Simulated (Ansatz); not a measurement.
A made-up structure of NaBH2S, singlet:

B1  (0.244, 0.222, -0.472)
S2  (0.951, -1.148, 0.349)
Na3  (-1.104, -0.567, 1.662)
H4  (-2.044, -0.697, 3.388)
H5  (-0.796, 0.766, -0.082)
(Å)

It is relaxed with PBE-D4/def2-SVP and then PBE0-D4/def2-TZVP (Ansatz 0.2.0). Atoms count as bonded within 1.22 times the sum of their covalent radii (H–H: 0.88 Å). The end point is not checked to be a true minimum.

(1) Does its bonding change? (A judgement: the text doesn't fix the answer.)

Results:

(1) The calculation gives: Yes. Formed: B1–H4; broken: Na3–H5.

Where it ends: The first stage lowers the energy by 3.60 eV in 25 steps. It ends as NaBH₂S ([H]1[BH]2[S][Na]12):
| atom | x (Å) | y (Å) | z (Å) |
| --- | --- | --- | --- |
| B1 | -0.6485 | 0.1411 | 0.5949 |
| S2 | 0.6605 | -0.9886 | 0.3507 |
| Na3 | -0.4500 | -1.7001 | 2.4819 |
| H4 | -1.4083 | 0.0770 | 1.5683 |
| H5 | -0.9030 | 1.0466 | -0.1502 |

Labels in which every atom is bracketed show which atoms are joined, not bond orders.

For scale, one of the runs: PBE0-D4/def2-TZVP relaxation, 112 basis functions, launched by `ansatz run in.yaml --threads 2 --pin off --events-out ev --progress --plain --max-ram 4352MiB`. The run took about 12 s on 2 CPU threads of an Arm Neoverse V2 (shared host).
